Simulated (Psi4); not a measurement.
# PN (phosphorus nitride): SCAN/cc-pVTZ (sweep point 3)

Aim: the vertical ionisation energy of PN (phosphorus nitride) at SCAN/cc-pVTZ (sweep point 3), from 2 runs. 

The results are computed with Psi4 1.11.

## 1. The structure to begin with

PN: 2 atoms, total charge 0, spin state singlet. As SMILES, `N#P`. The bond length is the measured one.

Bond lengths: N1–P2 1.491 Å.

## 2. A single-point energy at SCAN/cc-pVTZ (sweep point 3)

Input file job.in:

```
memory 1600 mb

molecule {
  N      0.000000     0.000000     0.000000
  P      0.000000     0.000000     1.490866
  symmetry c1
}

set puream true
set scf_type pk
set dft_radial_points 99
set dft_spherical_points 590

energy('scan/cc-pVTZ')
```

The run is started by

```console
psi4 -n 1 job.in job.out
```

job.out:

```text
[...]
  Running in c1 symmetry.
[...]
  Nuclear repulsion =   37.269350243650337
[...]
  Multiplicity = 1
[...]
  Nalpha       = 11
  Nbeta        = 11
[...]
    Number of basis functions: 64
[...]
   @RKS iter   1:  -395.64243648938668    1.83298e-02   1.52195e-02 DIIS/ADIIS
[...]
   @RKS iter   9:  -396.09471444551957   -2.02916e-08   1.20631e-07 DIIS
[...]
    Orbital Energies [Eh]
    ---------------------
    Doubly Occupied:
       1A    -76.847695     2A    -14.192086     3A     -6.521156
       4A     -4.668200     5A     -4.668200     6A     -4.660731
       7A     -0.821085     8A     -0.467072     9A     -0.314849
      10A     -0.314849    11A     -0.295152
[...]
  @RKS Final Energy:  -396.09471444551957
   => Energetics <=
    Nuclear Repulsion Energy =             37.2693502436503366
    One-Electron Energy =                -620.0449623995822321
    Two-Electron Energy =                 216.7263667649347667
    DFT Exchange-Correlation Energy =     -30.0454690545224459
    Empirical Dispersion Energy =           0.0000000000000000
    VV10 Nonlocal Energy =                  0.0000000000000000
    Total Energy =                       -396.0947144455195712
[...]
 Multipole Moments:
 ------------------------------------------------------------------------------------
     Multipole            Electronic (a.u.)      Nuclear  (a.u.)        Total (a.u.)
 ------------------------------------------------------------------------------------
 L = 1.  Multiply by 2.5417464519 to convert [e a0] to [Debye]
 Dipole X            :          0.0000000            0.0000000            0.0000000
 Dipole Y            :          0.0000000            0.0000000            0.0000000
 Dipole Z            :          1.4593134           -0.4240837            1.0352296
 Magnitude           :                                                    1.0352296
[...]
```

Wall time 11 s (1 thread of AMD EPYC 7R43 (Zen 3), shared host); peak memory 0.92 GiB.

## 3. The doublet cation

Input file job.inp:

```
memory 1600 MB

molecule m {
  1 2
  N      0.000000     0.000000     0.000000
  P      0.000000     0.000000     1.490866
  symmetry c1
}

set {
  basis cc-pVTZ
  reference uks
  puream true
  scf_type pk
  dft_radial_points 99
  dft_spherical_points 590
  maxiter 150
}

E = energy("scan")
```

The run is started by

```console
psi4 -i job.inp -o job.out -n 1
```

job.out:

```text
[...]
  Running in c1 symmetry.
[...]
  Nuclear repulsion =   37.269350243650337
[...]
  Multiplicity = 2
[...]
  Nalpha       = 11
  Nbeta        = 10
[...]
    Number of basis functions: 64
[...]
   @UKS iter   1:  -395.27988320367643    3.80883e-01   1.32276e-02 DIIS/ADIIS
[...]
   @UKS iter  12:  -395.66451669059222   -8.54777e-09   2.68986e-07 DIIS
[...]
   @S^2 Observed:                8.169694422E-01
[...]
    Orbital Energies [Eh]
    ---------------------
    Alpha Occupied:
       1A    -77.227084     2A    -14.584074     3A     -6.888328
       4A     -5.034104     5A     -5.033610     6A     -5.033610
       7A     -1.181305     8A     -0.816911     9A     -0.681210
      10A     -0.642709    11A     -0.642709
    Alpha Virtual:
      12A     -0.424193    13A     -0.424193    14A     -0.228553
      15A     -0.017025    16A     -0.016968    17A     -0.001680
      18A      0.052237    19A      0.052237    20A      0.076259
      21A      0.084769    22A      0.084769    23A      0.200610
      24A      0.288218    25A      0.288218    26A      0.457766
[...]
  @UKS Final Energy:  -395.66451669059222
   => Energetics <=
    Nuclear Repulsion Energy =             37.2693502436503366
    One-Electron Energy =                -612.2529164945165121
    Two-Electron Energy =                 209.0499707574352328
    DFT Exchange-Correlation Energy =     -29.7309211971613117
    Empirical Dispersion Energy =           0.0000000000000000
    VV10 Nonlocal Energy =                  0.0000000000000000
    Total Energy =                       -395.6645166905922224
[...]
 Multipole Moments:
 ------------------------------------------------------------------------------------
     Multipole            Electronic (a.u.)      Nuclear  (a.u.)        Total (a.u.)
 ------------------------------------------------------------------------------------
 L = 1.  Multiply by 2.5417464519 to convert [e a0] to [Debye]
 Dipole X            :          0.0000000            0.0000000            0.0000000
 Dipole Y            :         -0.0000000            0.0000000           -0.0000000
 Dipole Z            :          1.1522431           -0.4240837            0.7281593
 Magnitude           :                                                    0.7281593
[...]
```

Wall time 20 s (1 thread of AMD EPYC 7R43 (Zen 3), shared host); peak memory 0.93 GiB.

## 4. Summary of results

At SCAN/cc-pVTZ (sweep point 3):

| quantity | value |
| --- | --- |
| singlet PN: total energy | -396.09471 Eh |
| singlet PN: dipole moment | 2.63 D |
| singlet PN: HOMO energy | -8.03 eV |
| singlet PN: LUMO energy | -3.13 eV |
| singlet PN: HOMO–LUMO gap | 4.90 eV |
| doublet cation: total energy | -395.66452 Eh |
| doublet cation: HOMO energy (highest over α and β) | -16.97 eV |
| doublet cation: LUMO energy (lowest over α and β) | -15.01 eV |
| doublet cation: ⟨S²⟩ | 0.817 |
| vertical ionisation energy (to the doublet cation) | 11.706 eV |

In words: Removing an electron at fixed nuclei costs 11.71 eV (1129 kJ/mol). −ε(HOMO) before ionisation, 8.03 eV, is 3.67 eV below this ionisation energy.
